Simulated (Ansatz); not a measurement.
# Which is lower?

Two relaxed structures of C$_{2}$H$_{6}$N (charge +1), closed shell (PBE0-D4/def2-TZVP; forces vanish, vibrations not checked).

A:

C1  (-0.692, 0.649, -0.965)
N2  (0.492, -0.735, 0.639)
C3  (0.023, 0.569, 0.134)
H4  (-0.976, -0.216, -1.557)
H5  (-1.024, 1.619, -1.314)
H6  (0.331, 1.398, 0.757)
H7  (0.184, -1.497, 0.029)
H8  (1.515, -0.772, 0.691)
H9  (0.133, -0.925, 1.580)
(Å)

B:

```
9
angstrom
C -0.6792 0.6613 -0.9439
N 0.0122 0.5041 0.1073
C 0.4962 -0.7623 0.6407
H -0.9612 -0.2043 -1.5355
H -0.9831 1.6591 -1.2435
H 0.2617 1.3346 0.6419
H 0.1694 -1.5761 -0.0026
H 1.5856 -0.7268 0.6870
H 0.0985 -0.8897 1.6486
```

Computed with Ansatz 0.2.0 (basis: def2-TZVPP); correlated methods freeze the cores. B3LYP uses VWN-RPA correlation.

Which structure is lower at CCSD(T), and by how much? (To be estimated.)

Computed: B, by 13.3 kJ/mol (electronic energy, against the other). By their contacts, A is C₂H₆N ([CH2][CH][NH3]), total charge +1 and B is C₂H₆N ([CH2][NH][CH3]), total charge +1.

All methods give the same order:

```json
{"method": "PBE-D4", "E(B) − E(A) (kJ/mol)": "-12.7"}
{"method": "r2SCAN-D4", "E(B) − E(A) (kJ/mol)": "-12.6"}
{"method": "PBE0-D4", "E(B) − E(A) (kJ/mol)": "-11.8"}
{"method": "B3LYP-D4", "E(B) − E(A) (kJ/mol)": "-15.7"}
{"method": "wB97M-V", "E(B) − E(A) (kJ/mol)": "-10.7"}
{"method": "HF", "E(B) − E(A) (kJ/mol)": "-25.5"}
{"method": "MP2", "E(B) − E(A) (kJ/mol)": "-11.0"}
{"method": "CCSD", "E(B) − E(A) (kJ/mol)": "-14.0"}
{"method": "CCSD(T)", "E(B) − E(A) (kJ/mol)": "-13.3"}
```

No T1 diagnostic of these runs exceeds 0.014.

Labels in which every atom is bracketed show which atoms are joined, not bond orders.

For scale, one of the runs: CCSD(T)/def2-TZVPP, 177 basis functions, launched by `ansatz run in.yaml --threads 2 --pin off --events-out ev --progress --plain --max-ram 4352MiB`. Hardware: 2 CPU threads of an Arm Neoverse V2, shared host. Wall time 21 s; peak host memory 1.7 GiB.
